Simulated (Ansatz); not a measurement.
# Al2NH3 (SMILES [NH]1[AlH][AlH]1): functionals against CCSD(T) at one geometry

The task here is to estimate one member of a computed series from the others.

Program: Ansatz 0.2.0, Gaussian basis. Level of theory: single points in def2-TZVPP. These are calculated values, not measurements.

Correlated methods freeze the cores. B3LYP uses VWN-RPA correlation.

## Starting geometry

SMILES `[NH]1[AlH][AlH]1`, 6 atoms, charge 0, spin multiplicity 1.

Atoms are counted from 1 here; the program's logs count them from 0.

Bond lengths: N1–Al2 1.747 Å, N1–Al3 1.847 Å, N1–H4 1.051 Å, Al2–Al3 2.580 Å, Al2–H5 1.663 Å, Al3–H6 1.711 Å. Angles: Al2–N1–Al3 91.7°, Al2–N1–H4 145.2°, Al3–N1–H4 123.0°, N1–Al2–Al3 45.7°, N1–Al2–H5 165.7°, Al3–Al2–H5 148.6°, N1–Al3–Al2 42.6°, N1–Al3–H6 160.9°, Al2–Al3–H6 156.4°.

As a file:

```mol
Al2H3N
  3D, bonds by distance, orders not assigned

  6  6  0  0  0  0  0  0  0  0999 V2000
   -0.7626   -0.3187   -0.2767 N   0  0
    0.6153    0.3202   -1.1390 Al  0  0
    0.0755   -0.0798    1.3518 Al  0  0
   -1.7229   -0.7360   -0.3711 H   0  0
    1.6767    0.8855   -2.2878 H   0  0
    0.3403   -0.0298    3.0417 H   0  0
  1  2  8  0
  1  3  8  0
  1  4  8  0
  2  3  8  0
  2  5  8  0
  3  6  8  0
M  END
```

The first run:

run/in.yaml

```yaml
crystal:
  periodic: [false, false, false]
  atoms:
    - {symbol: N, position_ang: [-0.762600, -0.318700, -0.276700]}
    - {symbol: Al, position_ang: [0.615300, 0.320200, -1.139000]}
    - {symbol: Al, position_ang: [0.075500, -0.079800, 1.351800]}
    - {symbol: H, position_ang: [-1.722900, -0.736000, -0.371100]}
    - {symbol: H, position_ang: [1.676700, 0.885500, -2.287800]}
    - {symbol: H, position_ang: [0.340300, -0.029800, 3.041700]}
basis:
  gaussian: {orbitals: def2-TZVPP}
correlation: {method: ccsd_t}
output: {forces: true}
```

The command line of these runs was not kept.

Steps of the session up to this table: CCSD(T)/def2-TZVPP; PBE0-D4/def2-TZVPP; wB97M-V/def2-TZVPP; r2SCAN-D4/def2-TZVPP; PBE-D4/def2-TZVPP; r2SCANh-D4/def2-TZVPP; B3LYP-D4/def2-TZVPP.

One of the session's tables, all rows but one given; the rest of the session is left out.

```
    method  RMS force component (eV/Å)  angle to CCSD(T) forces (°)  dipole (D)
   CCSD(T)                       1.413                    reference        3.01
   PBE0-D4                       1.361                          4.8        2.97
   wB97M-V                           ?                            ?           ?
 r2SCAN-D4                       1.351                          4.6        3.05
    PBE-D4                       1.299                          5.1        2.84
r2SCANh-D4                       1.367                          5.3        3.06
  B3LYP-D4                       1.344                          2.7        2.84
```

Q: Estimate the row for wB97M-V from the others.

**Answer.** RMS force component (eV/Å): 1.378; angle to CCSD(T) forces (°): 3.7; dipole (D): 2.93. In the column «RMS force component (eV/Å)» it lies between r2SCANh-D4 (1.367) and CCSD(T) (1.413).
